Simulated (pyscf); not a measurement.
## Hydrogen abstraction: `[CH2][CH3]` [doublet] + `[SiH4]` -> `[CH3][CH3]` + `[SiH3]` [doublet]

Gas phase, doublet surface, charge 0. Bonds broken: Si3–H9. Bonds formed: C2–H9. Optimised with ωB97X-D3(BJ)/def2-SVP in PySCF.

Transition state (Å):

```xyz
12

C      1.1461    -0.4286     0.1795
C     -0.1497    -0.3869    -0.5814
Si    -1.2696     2.4569     0.2902
H      1.6948    -1.3712    -0.0030
H      0.9786    -0.3568     1.2668
H      1.8145     0.3972    -0.1153
H     -0.9477    -1.0635    -0.2491
H     -0.0866    -0.2878    -1.6730
H     -0.7689     0.9895    -0.2062
H     -2.6128     2.7742    -0.2821
H     -0.2940     3.4991    -0.1523
H     -1.3589     2.4803     1.7819
```

One imaginary mode, 1125i cm⁻¹; descent along it reached the two sides named.

```tsv
bond	change	reactant side (Å)	saddle	product side
Si3–H9	breaks	1.490	1.628	3.0
C2–H9	forms	3.2	1.555	1.103
```

Electronic energies relative to the separated reactants (kJ/mol):

```csv
level,barrier,reaction energy,reverse barrier
ωB97X-D3(BJ)/def2-TZVP,32.3,-45.7,78.0
PBE/def2-TZVP,12.7,-57.4,70.1
r²SCAN/def2-TZVP,25.9,-46.4,72.2
B3LYP-D3(BJ)/def2-TZVP,25.2,-46.8,71.9
PBE0-D3(BJ)/def2-TZVP,20.3,-54.2,74.5
M06-2X/def2-TZVP,35.4,-58.9,94.3
ωB97M-D3(BJ)/def2-TZVP,36.3,-47.4,83.7
HF/def2-TZVP,91.8,-27.4,119.2
```

With ωB97M-D3(BJ)/def2-TZVP energies and thermal terms (ideal gas, 1 atm, RRHO with modes under 100 cm⁻¹ raised to 100, one conformer, R ln 2 for chiral ones without a mode under 150 cm⁻¹), in kJ/mol:

| T (K) | ΔH‡ | ΔG‡ | ΔH | ΔG |
|---|---|---|---|---|
| 298 | 34.4 | 71.4 | -34.4 | -29.5 |
| 600 | 36.5 | 108.1 | -36.8 | -23.7 |
| 900 | 39.5 | 143.3 | -38.7 | -16.7 |
| 1200 | 42.7 | 177.4 | -40.2 | -9.2 |

This is the saddle that the search found; another between the same sides may lie lower. The angle at the transferred H is 174°.
